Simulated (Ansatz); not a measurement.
Which is lower?

Two relaxed structures of C$_{3}$H$_{8}$, closed shell (PBE0-D4/def2-TZVP; forces vanish, vibrations not checked).

A:

```xyz
11
angstrom
C -0.8325 0.7243 -0.6585
C -0.1240 0.1851 0.5726
C 0.9243 -0.8614 0.2345
H -1.3404 -0.0774 -1.2023
H -0.1223 1.1890 -1.3486
H -1.5817 1.4752 -0.3968
H 0.3470 1.0121 1.1147
H -0.8610 -0.2447 1.2594
H 1.4230 -1.2378 1.1308
H 1.6927 -0.4488 -0.4257
H 0.4750 -1.7157 -0.2802
```

B:

```
11
angstrom
C -1.1807 0.9533 -0.4515
C -0.9773 0.9884 0.8553
C 1.6336 -1.7391 0.1056
H -0.6293 0.2758 -1.0947
H 2.1994 -2.4085 -0.5418
H -1.9064 1.6004 -0.9327
H -1.5282 1.6659 1.4991
H -0.2511 0.3410 1.3350
H 1.9562 -1.8758 1.1376
H 1.8100 -0.7067 -0.1957
H 0.5709 -1.9672 0.0240
```

Ansatz 0.2.0; basis: def2-TZVPP; cores frozen in the correlated methods. B3LYP uses VWN-RPA correlation.

Which structure is lower at CCSD(T), and by how much? (Judge from chemistry; the value comes from the calculation.)

The calculation gives: A, by 22.49 kcal/mol (electronic energy, against the other). By their contacts, A is C₃H₈ (CCC) and B is a complex of C₂H₄ (C=C) + CH₄.

All methods give the same order:

| method | E(B) − E(A) (kcal/mol) |
| --- | --- |
| PBE-D4 | 24.05 |
| r2SCAN-D4 | 24.34 |
| PBE0-D4 | 26.74 |
| B3LYP-D4 | 20.90 |
| wB97M-V | 23.58 |
| HF | 19.14 |
| MP2 | 24.77 |
| CCSD | 22.78 |
| CCSD(T) | 22.49 |

The T1 diagnostic stays at or below 0.010.

For scale, one of the runs: CCSD(T)/def2-TZVPP, 205 basis functions, launched by `ansatz run in.yaml --threads 2 --pin off --events-out ev --progress --plain --max-ram 4352MiB`. The run took 50 s on 2 CPU threads of an Arm Neoverse V2 (shared host), with 2.8 GiB of host memory at its peak.
